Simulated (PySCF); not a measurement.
# Core binding energy against partial charge

Compound: C3H3F2O (charge -1).
SMILES with atom numbers: `[O-:1][C@H:2]1[CH2:3][C:4]1([F:5])[F:6]`

Binding energies: delta-SCF UKS SCAN, pcX-2 on the ionised atom, pcseg-1 elsewhere, spin-free X2C in PySCF. Charges: PBE0/pcSseg-1 ground-state density, for the ionised atom.

```csv
atom,environment,C 1s (eV),Mulliken (e),IAO (e),Hirshfeld (e),ESP (e)
C3,three-membered-ring carbon,285.22,-0.322,-0.436,-0.187,-0.445
C2,sp3 carbon bound to oxygen,286.79,+0.114,+0.148,-0.037,+0.319
C4,CF2 carbon,289.17,+0.424,+0.456,+0.103,+0.304
```

**Question.** Give the correlation coefficient and slope of binding energy on charge for each scheme.

**Answer.** Hirshfeld: r = 0.99, slope 13.6 eV per e; Mulliken: r = 0.98, slope 5.2 eV per e; IAO: r = 0.96, slope 4.2 eV per e; ESP: r = 0.79, slope 3.6 eV per e. On 3 points no scheme stands out.

**Question.** The point-charge model writes a binding energy as kq + V + constant, with V the potential of the other atoms' charges at the site. What does it give with the Hirshfeld charges?

**Answer.** V = Σ 14.40 eV Å × q/r over all other atoms: -4.34 eV at C3, -8.92 eV at C2, -8.77 eV at C4. Fitting binding energy − V to q gives k = 29.0 eV per e and leaves an rms residual of 0.86 eV, against 0.22 eV for the fit on q alone. The model has no term for differences in relaxation between sites.

The species carries charge -1, so core ionisation leaves a neutral species. The basis sets have no added diffuse functions. Geometry: GFN2-xTB; no solvent, vibrations or thermal averaging.
